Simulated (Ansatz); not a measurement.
**[CH3···H···CH3], doublet: reading a ladder of total energies**

Geometry: a point of a hydrogen-transfer path between rigid fragments, not a stationary point.

```xyz
9

C    -1.3643    0.0000    0.0000
H    -1.7275    1.0273    0.0000
H    -1.7275   -0.5137    0.8897
H    -1.7275   -0.5137   -0.8897
H    -0.1843    0.0000    0.0000
C     1.4497    0.0000    0.0000
H     1.4497   -1.0800    0.0000
H     1.4497    0.5400    0.9353
H     1.4497    0.5400   -0.9353
```

Basis cc-pVDZ; Ansatz 0.2.0. Only valence electrons are correlated (noble-gas cores frozen), which leaves 15 electrons in 61 orbitals. R marks a restricted (for open shells ROHF) determinant, U an unrestricted one.

Full CI isn't at hand for all of this; UCCSDT(Q) serves as the reference, and is uncertain by about the last step of the cluster series.

Runs differ by some tens of microhartree through their thresholds and, for an open shell, their frozen cores, so steps under 0.03 kcal/mol mean nothing.

```
    level  total energy (hartree)
      UHF              -79.730632
     UMP2              -80.029433
    UCCSD              -80.074919
 UCCSD(T)              -80.082527
   UCCSDT              -80.083423
UCCSDT(Q)              -80.083764
```

Problem. What is the correlation energy at UCCSDT(Q), and what share of it do UMP2 and UCCSDT recover?

Solution. E(corr) = -80.083764 − (-79.730632) = -0.353132 hartree = -9.609 eV. UMP2: -0.298801 / -0.353132 = 84.61 %. UCCSDT: -0.352791 / -0.353132 = 99.90 %.

Problem. By how many kcal/mol does UCCSD(T) miss UCCSDT(Q) (1 hartree = 627.509 kcal/mol), and which steps make up the rest?

Solution. -80.082527 − (-80.083764) = 0.001237 hartree = 0.78 kcal/mol. Steps: UCCSDT − UCCSD(T) = -0.56, UCCSDT(Q) − UCCSDT = -0.21 kcal/mol. That is within 1 kcal/mol of the reference in this basis, which itself misses far more of the correlation at the basis-set limit.
